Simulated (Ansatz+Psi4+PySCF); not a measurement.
A calculation with Psi4 1.11.

```
molecule {
1 2
O 0.000000 0.000000 0.591600
C 0.000000 0.000000 -0.788800
}

set basis cc-pVTZ
set reference rohf
set scf_type pk
energy('scf')
```

The input is written out from the run's settings.

The run gave:

```
Converged                                                          : yes
Total energy                                                       : -112.14998 hartree
Spin squared of the determinant                                    : 0.750
Occupied orbitals by symmetry in an Abelian subgroup (alpha; beta) : 5 A1 1 B1 1 B2; 4 A1 1 B1 1 B2
```

This is not the lowest solution: another run reaches a determinant 1.54 eV lower. Caution: an unrestricted determinant lies well below.
